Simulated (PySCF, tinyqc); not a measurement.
Worked calculation: RHF in the sto-3g basis, for LiH, spin multiplicity 1. The lowest restricted solution is unstable here: a spin-polarised one lies 0.0147 hartree lower (PySCF). Computed by tinyqc, a small Python program that keeps every step (integrals from PySCF). Settings: charge = 0, multiplicity = 1, basis = sto-3g, energy threshold = 1e-08, iteration cap = 58, orthogonalisation = symmetric, start = atomic densities, DIIS depth = 6, method = RHF. Command: `OMP_NUM_THREADS=1 python tinyqc.py 30442 30443 out.jsonl` (the two numbers bound the seeds that draw the settings). One thread of a shared host (Intel(R) Xeon(R) Processor @ 2.60GHz), about 0.08 s of CPU time with the checks. Later iterations appear only in the table of the cycle.

## One-electron integrals

Geometry (angstrom):

| atom | x | y | z |
|---|---|---|---|
| Li | 0.000000 | 0.000000 | 0.000000 |
| H | 0.000000 | 0.000000 | 2.347000 |

Basis sto-3g: exponents (1/bohr^2) and contraction coefficients of normalised primitives:

| element | l (shell) | exponent | coefficient |
|---|---|---|---|
| Li | s (1) | 16.119575 | 0.154329 |
| Li | s (1) | 2.936201 | 0.535328 |
| Li | s (1) | 0.794651 | 0.444635 |
| Li | s (2) | 0.636290 | -0.099967 |
| Li | s (2) | 0.147860 | 0.399513 |
| Li | s (2) | 0.048089 | 0.700115 |
| Li | p (3) | 0.636290 | 0.155916 |
| Li | p (3) | 0.147860 | 0.607684 |
| Li | p (3) | 0.048089 | 0.391957 |
| H | s (1) | 3.425251 | 0.154329 |
| H | s (1) | 0.623914 | 0.535328 |
| H | s (1) | 0.168855 | 0.444635 |

Overlap, kinetic and nuclear-attraction integrals over the contracted functions; the nuclear repulsion is the sum of Za Zb / Rab.

nuclear repulsion = 0.67640888 hartree

overlap S, lower triangle:
```
           1Li 1s    1Li 2s   1Li 2px   1Li 2py   1Li 2pz     2H 1s
1Li 1s   1.000000
1Li 2s   0.241137  1.000000
1Li 2px  0.000000  0.000000  1.000000
1Li 2py  0.000000  0.000000  0.000000  1.000000
1Li 2pz  0.000000  0.000000  0.000000  0.000000  1.000000
2H 1s    0.012097  0.225578  0.000000  0.000000  0.333466  1.000000
```

kinetic energy T (hartree), lower triangle:
```
            1Li 1s    1Li 2s   1Li 2px   1Li 2py   1Li 2pz     2H 1s
1Li 1s    3.576786
1Li 2s   -0.020237  0.102163
1Li 2px   0.000000  0.000000  0.319682
1Li 2py   0.000000  0.000000  0.000000  0.319682
1Li 2pz   0.000000  0.000000  0.000000  0.000000  0.319682
2H 1s    -0.005696  0.007404  0.000000  0.000000  0.037530  0.760032
```

nuclear attraction V (hartree), lower triangle:
```
            1Li 1s     1Li 2s    1Li 2px    1Li 2py    1Li 2pz      2H 1s
1Li 1s   -8.208351
1Li 2s   -1.018712  -1.426096
1Li 2px   0.000000   0.000000  -1.396723
1Li 2py   0.000000   0.000000   0.000000  -1.396723
1Li 2pz  -0.007485  -0.080294   0.000000   0.000000  -1.455745
2H 1s    -0.047977  -0.339588   0.000000   0.000000  -0.507015  -1.902987
```

core Hamiltonian H = T + V (hartree), lower triangle:
```
            1Li 1s     1Li 2s    1Li 2px    1Li 2py    1Li 2pz      2H 1s
1Li 1s   -4.631565
1Li 2s   -1.038950  -1.323933
1Li 2px   0.000000   0.000000  -1.077041
1Li 2py   0.000000   0.000000   0.000000  -1.077041
1Li 2pz  -0.007485  -0.080294   0.000000   0.000000  -1.136063
2H 1s    -0.053673  -0.332185   0.000000   0.000000  -0.469485  -1.142955
```

## Two-electron integrals

Functions are numbered as in S; the eight-fold symmetry (ij|kl) = (ji|kl) = (kl|ij) leaves the list below.

Two-electron integrals (ij|kl) in chemists' order, unique and non-zero (hartree):
```
(11|11) 1.680395   (21|11) 0.265420   (21|21) 0.049941   (22|11) 0.397727
(22|21) 0.092860   (22|22) 0.290562   (31|31) 0.008981   (32|31) 0.013788
(32|32) 0.064184   (33|11) 0.396640   (33|21) 0.092880   (33|22) 0.290497
(33|33) 0.312946   (41|41) 0.008981   (42|41) 0.013788   (42|42) 0.064184
(43|43) 0.016869   (44|11) 0.396640   (44|21) 0.092880   (44|22) 0.290497
(44|33) 0.279207   (44|44) 0.312946   (51|51) 0.008981   (52|51) 0.013788
(52|52) 0.064184   (53|53) 0.016869   (54|54) 0.016869   (55|11) 0.396640
(55|21) 0.092880   (55|22) 0.290497   (55|33) 0.279207   (55|44) 0.279207
(55|55) 0.312946   (61|11) 0.012461   (61|21) 0.002384   (61|22) 0.004607
(61|33) 0.004546   (61|44) 0.004546   (61|51) 0.000332   (61|52) 0.000652
(61|55) 0.004731   (61|61) 0.000129   (62|11) 0.063976   (62|21) 0.015283
(62|22) 0.055567   (62|33) 0.052257   (62|44) 0.052257   (62|51) 0.002290
(62|52) 0.017657   (62|55) 0.062136   (62|61) 0.000904   (62|62) 0.022833
(63|31) 0.000790   (63|32) 0.004580   (63|53) 0.002222   (63|63) 0.001067
(64|41) 0.000790   (64|42) 0.004580   (64|54) 0.002222   (64|64) 0.001067
(65|11) 0.090425   (65|21) 0.021703   (65|22) 0.080621   (65|33) 0.075129
(65|44) 0.075129   (65|51) 0.003516   (65|52) 0.027360   (65|55) 0.091530
(65|61) 0.001306   (65|62) 0.035199   (65|65) 0.054496   (66|11) 0.225447
(66|21) 0.054351   (66|22) 0.216551   (66|33) 0.199221   (66|44) 0.199221
(66|51) 0.007459   (66|52) 0.075882   (66|55) 0.251033   (66|61) 0.003211
(66|62) 0.119365   (66|65) 0.188070   (66|66) 0.774606
```

## Orthogonalisation

S = U s U^T; symmetric (Loewdin) form X = U s^(-1/2) U^T, so that X^T S X = 1.

eigenvalues of S: 0.573729  0.808845  1.000000  1.000000  1.182414  1.435012

X, lower triangle:
```
            1Li 1s     1Li 2s   1Li 2px   1Li 2py    1Li 2pz     2H 1s
1Li 1s    1.023359
1Li 2s   -0.128697   1.045995
1Li 2px   0.000000   0.000000  1.000000
1Li 2py   0.000000   0.000000  0.000000  1.000000
1Li 2pz  -0.005036   0.033192  0.000000  0.000000   1.047458
2H 1s     0.017242  -0.129684  0.000000  0.000000  -0.186325  1.069728
```

## Starting guess

The start is atomic minimal-basis densities projected into this basis (PySCF's MINAO start) and scaled to the electron count of each spin; this density is not idempotent, so its energy is not variational and may lie below the converged one.

D at the start, lower triangle:
```
            1Li 1s     1Li 2s   1Li 2px   1Li 2py   1Li 2pz     2H 1s
1Li 1s    2.075270
1Li 2s   -0.223531   1.015100
1Li 2px   0.000000   0.000000  0.000000
1Li 2py   0.000000   0.000000  0.000000  0.000000
1Li 2pz   0.005254  -0.007571  0.000000  0.000000  0.002809
2H 1s    -0.022813   0.094103  0.000000  0.000000  0.049847  0.939477
```

## Iteration 1: building the Fock matrix

J_ij = sum D_kl (ij|kl), K_ij = sum D_kl (ik|jl); F = H + J - 0.5 K; E = tr D H + tr D J / 2 - 0.25 tr D K + E_nn.

Coulomb J (hartree), lower triangle:
```
           1Li 1s    1Li 2s   1Li 2px   1Li 2py   1Li 2pz     2H 1s
1Li 1s   4.005749
1Li 2s   0.679007  1.301372
1Li 2px  0.000000  0.000000  1.281560
1Li 2py  0.000000  0.000000  0.000000  1.281560
1Li 2pz  0.007660  0.076483  0.000000  0.000000  1.333817
2H 1s    0.032789  0.302178  0.000000  0.000000  0.448358  1.431813
```

exchange K (hartree), lower triangle:
```
           1Li 1s    1Li 2s   1Li 2px   1Li 2py   1Li 2pz     2H 1s
1Li 1s   3.419369
1Li 2s   0.546406  0.390230
1Li 2px  0.000000  0.000000  0.079725
1Li 2py  0.000000  0.000000  0.000000  0.079725
1Li 2pz  0.002995  0.044106  0.000000  0.000000  0.143819
2H 1s    0.030354  0.195303  0.000000  0.000000  0.219748  0.791467
```

Fock matrix F (hartree), lower triangle:
```
            1Li 1s     1Li 2s   1Li 2px   1Li 2py    1Li 2pz      2H 1s
1Li 1s   -2.335500
1Li 2s   -0.633145  -0.217675
1Li 2px   0.000000   0.000000  0.164656
1Li 2py   0.000000   0.000000  0.000000  0.164656
1Li 2pz  -0.001323  -0.025864  0.000000  0.000000   0.125845
2H 1s    -0.036061  -0.127658  0.000000  0.000000  -0.131001  -0.106875
```

total energy of this density = -7.62045086 hartree

This density is the starting one; it is not idempotent, so its energy is not variational and may lie below the converged one.

## Iteration 1: diagonalisation and new density

Diagonalise F' = X^T F X, C = X C', fill 2 alpha and 2 beta electrons from the bottom; D = 2 C_occ C_occ^T. Each column has its largest component positive (the first on a tie).

F' = X^T F X (hartree), lower triangle:
```
           1          2         3         4          5          6
1  -2.283446
2  -0.350636  -0.075265
3   0.000000   0.000000  0.164656
4   0.000000   0.000000  0.000000  0.164656
5  -0.005942   0.013721  0.000000  0.000000   0.185136
6   0.017851  -0.115867  0.000000  0.000000  -0.157888  -0.034386
```

orbital energies (hartree): MO1 -2.337792, MO2 -0.180217, MO3 0.026343, MO4 0.164656, MO5 0.164656, MO6 0.283705

coefficients C:
```
               MO1        MO2        MO3       MO4        MO5        MO6
1Li 1s    0.991571  -0.143180  -0.232508  0.000000   0.000000  -0.079842
1Li 2s    0.033042   0.482507   0.883883  0.000000   0.000000   0.336799
1Li 2px   0.000000   0.000000   0.000000  0.939116  -0.343599   0.000000
1Li 2py   0.000000   0.000000   0.000000  0.343599   0.939116   0.000000
1Li 2pz   0.001654   0.202875  -0.375663  0.000000   0.000000   0.975053
2H 1s    -0.002943   0.702385  -0.428741  0.000000   0.000000  -0.720401
```

D after iteration 1, lower triangle:
```
            1Li 1s    1Li 2s   1Li 2px   1Li 2py   1Li 2pz     2H 1s
1Li 1s    2.007429
1Li 2s   -0.072645  0.467809
1Li 2px   0.000000  0.000000  0.000000
1Li 2py   0.000000  0.000000  0.000000  0.000000
1Li 2pz  -0.054815  0.195886  0.000000  0.000000  0.082322
2H 1s    -0.206972  0.677617  0.000000  0.000000  0.284983  0.986707
```

Within a degenerate level the vectors are fixed only up to a rotation; this is one choice.

## Iteration 2: building the Fock matrix

As before.

Coulomb J (hartree), lower triangle:
```
           1Li 1s    1Li 2s   1Li 2px   1Li 2py   1Li 2pz     2H 1s
1Li 1s   3.908956
1Li 2s   0.662367  1.277783
1Li 2px  0.000000  0.000000  1.249946
1Li 2py  0.000000  0.000000  0.000000  1.249946
1Li 2pz  0.016748  0.137761  0.000000  0.000000  1.326506
2H 1s    0.032518  0.332393  0.000000  0.000000  0.497746  1.627493
```

exchange K (hartree), lower triangle:
```
            1Li 1s    1Li 2s   1Li 2px   1Li 2py   1Li 2pz     2H 1s
1Li 1s    3.357202
1Li 2s    0.546342  0.329547
1Li 2px   0.000000  0.000000  0.055640
1Li 2py   0.000000  0.000000  0.000000  0.055640
1Li 2pz  -0.001337  0.185495  0.000000  0.000000  0.213379
2H 1s     0.023779  0.349823  0.000000  0.000000  0.379423  1.060882
```

Fock matrix F (hartree), lower triangle:
```
            1Li 1s     1Li 2s   1Li 2px   1Li 2py    1Li 2pz      2H 1s
1Li 1s   -2.401210
1Li 2s   -0.649753  -0.210924
1Li 2px   0.000000   0.000000  0.145085
1Li 2py   0.000000   0.000000  0.000000  0.145085
1Li 2pz   0.009931  -0.035281  0.000000  0.000000   0.083753
2H 1s    -0.033045  -0.174703  0.000000  0.000000  -0.161450  -0.045903
```

total energy of this density = -7.77677050 hartree

## Iteration 2: DIIS over 2 matrices

error matrix X^T (FDS - SDF) X:
```
           1          2         3         4          5          6
1   0.000000   0.001361  0.000000  0.000000  -0.022410   0.019492
2  -0.001361   0.000000  0.000000  0.000000   0.019404  -0.080498
3   0.000000   0.000000  0.000000  0.000000   0.000000   0.000000
4   0.000000   0.000000  0.000000  0.000000   0.000000   0.000000
5   0.022410  -0.019404  0.000000  0.000000   0.000000  -0.080060
6  -0.019492   0.080498  0.000000  0.000000   0.080060   0.000000
```

B (overlaps of the stored error matrices):
```
               1              2
1  2.3956413e-02  1.2295339e-02
2  1.2295339e-02  2.8300020e-02
```

Minimise |sum c_i e_i|^2 with sum c_i = 1: solve [B -1; -1 0][c; lambda] = [0; -1] with B_ij = tr e_i^T e_j, and take F = sum c_i F_i.

DIIS coefficients: 0.578502  0.421498

extrapolated F (hartree), lower triangle:
```
            1Li 1s     1Li 2s   1Li 2px   1Li 2py    1Li 2pz      2H 1s
1Li 1s   -2.363196
1Li 2s   -0.640146  -0.214830
1Li 2px   0.000000   0.000000  0.156407
1Li 2py   0.000000   0.000000  0.000000  0.156407
1Li 2pz   0.003421  -0.029833  0.000000  0.000000   0.108103
2H 1s    -0.034789  -0.147487  0.000000  0.000000  -0.143835  -0.081176
```

## Iteration 2: diagonalisation and new density

As before.

F' = X^T F X (hartree), lower triangle:
```
           1          2         3         4          5         6
1  -2.310473
2  -0.355709  -0.065096
3   0.000000   0.000000  0.156407
4   0.000000   0.000000  0.000000  0.156407
5  -0.001395   0.014683  0.000000  0.000000   0.171499
6   0.022085  -0.142448  0.000000  0.000000  -0.174933  0.004921
```

orbital energies (hartree): MO1 -2.365476, MO2 -0.186914, MO3 0.043567, MO4 0.156407, MO5 0.156407, MO6 0.309674

coefficients C:
```
               MO1        MO2        MO3       MO4        MO5        MO6
1Li 1s    0.991674  -0.152471  -0.219159  0.000000   0.000000  -0.097231
1Li 2s    0.032652   0.523111   0.827647  0.000000   0.000000   0.410946
1Li 2px   0.000000   0.000000   0.000000  0.994178  -0.107754   0.000000
1Li 2py   0.000000   0.000000   0.000000  0.107754   0.994178   0.000000
1Li 2pz  -0.000256   0.235899  -0.489592  0.000000   0.000000   0.915239
2H 1s    -0.002767   0.655990  -0.360165  0.000000   0.000000  -0.797560
```

D after iteration 2, lower triangle:
```
            1Li 1s    1Li 2s   1Li 2px   1Li 2py   1Li 2pz     2H 1s
1Li 1s    2.013329
1Li 2s   -0.094759  0.549422
1Li 2px   0.000000  0.000000  0.000000
1Li 2py   0.000000  0.000000  0.000000  0.000000
1Li 2pz  -0.072444  0.246786  0.000000  0.000000  0.111297
2H 1s    -0.205527  0.686130  0.000000  0.000000  0.309496  0.860661
```

Within a degenerate level the vectors are fixed only up to a rotation; this is one choice.

## Iteration 3: building the Fock matrix

As before.

Coulomb J (hartree), lower triangle:
```
           1Li 1s    1Li 2s   1Li 2px   1Li 2py   1Li 2pz     2H 1s
1Li 1s   3.928225
1Li 2s   0.666474  1.285769
1Li 2px  0.000000  0.000000  1.259451
1Li 2py  0.000000  0.000000  0.000000  1.259451
1Li 2pz  0.017107  0.135888  0.000000  0.000000  1.331431
2H 1s    0.032728  0.327218  0.000000  0.000000  0.488782  1.572454
```

exchange K (hartree), lower triangle:
```
            1Li 1s    1Li 2s   1Li 2px   1Li 2py   1Li 2pz     2H 1s
1Li 1s    3.359790
1Li 2s    0.546209  0.350286
1Li 2px   0.000000  0.000000  0.060865
1Li 2py   0.000000  0.000000  0.000000  0.060865
1Li 2pz  -0.002699  0.200296  0.000000  0.000000  0.225222
2H 1s     0.023962  0.349129  0.000000  0.000000  0.372606  0.981449
```

Fock matrix F (hartree), lower triangle:
```
            1Li 1s     1Li 2s   1Li 2px   1Li 2py    1Li 2pz      2H 1s
1Li 1s   -2.383235
1Li 2s   -0.645580  -0.213307
1Li 2px   0.000000   0.000000  0.151978
1Li 2py   0.000000   0.000000  0.000000  0.151978
1Li 2pz   0.010971  -0.044554  0.000000  0.000000   0.082757
2H 1s    -0.032925  -0.179531  0.000000  0.000000  -0.167005  -0.061225
```

total energy of this density = -7.78598093 hartree

## Iteration 3: DIIS over 3 matrices

error matrix X^T (FDS - SDF) X:
```
           1          2         3         4          5          6
1   0.000000   0.002257  0.000000  0.000000  -0.015368   0.009343
2  -0.002257   0.000000  0.000000  0.000000   0.016243  -0.034089
3   0.000000   0.000000  0.000000  0.000000   0.000000   0.000000
4   0.000000   0.000000  0.000000  0.000000   0.000000   0.000000
5   0.015368  -0.016243  0.000000  0.000000   0.000000  -0.044284
6  -0.009343   0.034089  0.000000  0.000000   0.044284   0.000000
```

B (overlaps of the stored error matrices), lower triangle:
```
               1              2              3
1  2.3956413e-02
2  1.2295339e-02  2.8300020e-02
3  7.2563456e-03  1.4268447e-02  7.4310275e-03
```

As before.

DIIS coefficients: -0.093428  -0.973769  2.067196

extrapolated F (hartree), lower triangle:
```
            1Li 1s     1Li 2s   1Li 2px   1Li 2py    1Li 2pz      2H 1s
1Li 1s   -2.370191
1Li 2s   -0.642678  -0.215219
1Li 2px   0.000000   0.000000  0.157505
1Li 2py   0.000000   0.000000  0.000000  0.157505
1Li 2pz   0.013132  -0.055331  0.000000  0.000000   0.077761
2H 1s    -0.032516  -0.189078  0.000000  0.000000  -0.175779  -0.071881
```

## Iteration 3: diagonalisation and new density

As before.

F' = X^T F X (hartree), lower triangle:
```
           1          2         3         4          5         6
1  -2.316998
2  -0.358715  -0.055053
3   0.000000   0.000000  0.157505
4   0.000000   0.000000  0.000000  0.157505
5   0.010475  -0.002539  0.000000  0.000000   0.149643
6   0.028542  -0.187713  0.000000  0.000000  -0.206461  0.037569
```

orbital energies (hartree): MO1 -2.372562, MO2 -0.232439, MO3 0.070603, MO4 0.157505, MO5 0.157505, MO6 0.349559

coefficients C:
```
               MO1        MO2        MO3       MO4        MO5        MO6
1Li 1s    0.991644  -0.154323  -0.211296  0.000000   0.000000   0.111038
1Li 2s    0.032686   0.538084   0.782796  0.000000   0.000000  -0.474568
1Li 2px   0.000000   0.000000   0.000000  0.980681  -0.195613   0.000000
1Li 2py   0.000000   0.000000   0.000000  0.195613   0.980681   0.000000
1Li 2pz  -0.004025   0.295915  -0.589323  0.000000   0.000000  -0.835541
2H 1s    -0.002197   0.610506  -0.252384  0.000000   0.000000   0.871625
```

D after iteration 3, lower triangle:
```
            1Li 1s    1Li 2s   1Li 2px   1Li 2py   1Li 2pz     2H 1s
1Li 1s    2.014347
1Li 2s   -0.101252  0.581206
1Li 2px   0.000000  0.000000  0.000000
1Li 2py   0.000000  0.000000  0.000000  0.000000
1Li 2pz  -0.099315  0.318191  0.000000  0.000000  0.175163
2H 1s    -0.192787  0.656864  0.000000  0.000000  0.361333  0.745446
```

Within a degenerate level the vectors are fixed only up to a rotation; this is one choice.

## Iteration 8 (converged): orbitals

converged F (hartree), lower triangle:
```
            1Li 1s     1Li 2s   1Li 2px   1Li 2py    1Li 2pz      2H 1s
1Li 1s   -2.369844
1Li 2s   -0.643762  -0.205869
1Li 2px   0.000000   0.000000  0.158303
1Li 2py   0.000000   0.000000  0.000000  0.158303
1Li 2pz   0.013507  -0.052529  0.000000  0.000000   0.071740
2H 1s    -0.033448  -0.178264  0.000000  0.000000  -0.177486  -0.067181
```

As before.

F' = X^T F X (hartree), lower triangle:
```
           1          2         3         4          5         6
1  -2.316274
2  -0.360722  -0.047212
3   0.000000   0.000000  0.158303
4   0.000000   0.000000  0.000000  0.158303
5   0.010846  -0.001211  0.000000  0.000000   0.143933
6   0.026411  -0.177873  0.000000  0.000000  -0.207974  0.040679
```

orbital energies (hartree): MO1 -2.372283, MO2 -0.221076, MO3 0.067810, MO4 0.158303, MO5 0.158303, MO6 0.346674

coefficients C:
```
               MO1        MO2        MO3       MO4        MO5        MO6
1Li 1s    0.991543  -0.148540  -0.216565  0.000000   0.000000   0.109670
1Li 2s    0.033039   0.515796   0.800158  0.000000   0.000000  -0.470317
1Li 2px   0.000000   0.000000   0.000000  0.988481  -0.151346   0.000000
1Li 2py   0.000000   0.000000   0.000000  0.151346   0.988481   0.000000
1Li 2pz  -0.004285   0.317121  -0.577706  0.000000   0.000000  -0.835873
2H 1s    -0.001932   0.614446  -0.236016  0.000000   0.000000   0.873441
```

D after iteration 8, lower triangle:
```
            1Li 1s    1Li 2s   1Li 2px   1Li 2py   1Li 2pz     2H 1s
1Li 1s    2.010442
1Li 2s   -0.087714  0.534274
1Li 2px   0.000000  0.000000  0.000000
1Li 2py   0.000000  0.000000  0.000000  0.000000
1Li 2pz  -0.102707  0.326857  0.000000  0.000000  0.201168
2H 1s    -0.186371  0.633730  0.000000  0.000000  0.389724  0.755095
```

Within a degenerate level the vectors are fixed only up to a rotation; this is one choice.

## Convergence

Stop when the energy changes by less than 1e-08 hartree and every element of the error matrix X^T (F D S - S D F) X is below 3e-05.

Course of the cycle:

| iteration | E (hartree) | change | largest element of the error matrix |
|---|---|---|---|
| 1 | -7.62045086 | - | 9.07e-02 |
| 2 | -7.77677050 | -1.56e-01 | 8.05e-02 |
| 3 | -7.78598093 | -9.21e-03 | 4.43e-02 |
| 4 | -7.78970812 | -3.73e-03 | 6.82e-03 |
| 5 | -7.78997755 | -2.69e-04 | 1.48e-03 |
| 6 | -7.78998502 | -7.47e-06 | 1.72e-04 |
| 7 | -7.78998508 | -5.68e-08 | 1.70e-05 |
| 8 | -7.78998508 | -7.01e-10 | 2.86e-07 |

PySCF RHF in the same basis = -7.78998508 hartree

Converged in 8 iterations.

## Populations, bond orders and dipole

Mulliken: Z minus the diagonal of D S on the atom; Loewdin: the same with S^(1/2) D S^(1/2); Mayer order: 2 sum_s sum (D(s) S)_ij (D(s) S)_ji over the two atoms.

Charges (e):

| atom | Mulliken | Loewdin |
|---|---|---|
| 1Li | 0.025756 | 0.022972 |
| 2H | -0.025756 | -0.022972 |

Mayer bond orders:

| pair | order |
|---|---|
| 2-1 | 0.999337 |

dipole moment about the origin, x y z (debye): 0.000000  0.000000  -5.146208
